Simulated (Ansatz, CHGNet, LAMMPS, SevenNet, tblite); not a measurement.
**Ladder of methods for the LO phonon frequency at L of 3C-SiC**

Reference value: 838 cm⁻¹ (measured, temperature not stated, no zero-point or thermal correction; as tabulated in Wang et al. (1996), arXiv:mtrl-th/9510002).

**Question.** What do Gao–Weber SiC.gw, Tersoff SiC_Erhart-Albe.tersoff, GFN1-xTB, CHGNet-r²SCAN, SevenNet-l3i5, LDA, PBE, r²SCAN give, and how far is each from the reference?

**Answer.** 
| level (code) | value (cm⁻¹) | cell (Å³/atom) | difference (%) |
|---|---|---|---|
| Gao–Weber SiC.gw (LAMMPS) | 841 | 10.36 | +0.4 |
| Tersoff SiC_Erhart-Albe.tersoff (LAMMPS) | 914 | 10.36 | +9.1 |
| GFN1-xTB (tblite) | 719 | 11.27 | -14.2 |
| CHGNet-r²SCAN (CHGNet) | 471 | 10.32 | -44 |
| SevenNet-l3i5 (SevenNet) | 766 | 10.50 | -8.6 |
| LDA (Ansatz) | 840 | 10.14 | +0.2 |
| PBE (Ansatz) | 813 | 10.50 | -3.0 |
| r²SCAN (Ansatz) | 844 | 10.33 | +0.7 |

Nearest, and too close to rank with a margin of 3.0 % (twice that across the reference) picked here for doubts on the reference and the settings, and for temperature and zero-point motion: LDA (+0.2 %), Gao–Weber SiC.gw (+0.4 %), r²SCAN (+0.7 %), PBE (-3.0 %). Farthest off: CHGNet-r²SCAN (-44 %). Within 5 %: Gao–Weber SiC.gw, LDA, PBE, r²SCAN.

The measured value isn't corrected to a static lattice, so vibrations enter the comparison.  GFN1-xTB: the method was fitted mainly to molecules. GFN1-xTB: the run uses a supercell at the zone centre in place of a k mesh. Each level is taken at its own relaxed cell. Cutoffs and k meshes differ between the levels. Ansatz's density-functional and Hartree–Fock values are scalar-relativistic unless marked +SOC, with PAW data made under PBE.

Empirical potentials (Gao–Weber SiC.gw, Tersoff SiC_Erhart-Albe.tersoff) are fitted to chosen data, which need not cover the solid at hand: agreement can be built in, and what lay outside the fit can be far off. Machine-learned potentials (CHGNet-r²SCAN, SevenNet-l3i5) are trained on DFT data, which may include these solids.

Differences are worked out from the printed values.

Ansatz is a first-principles code.
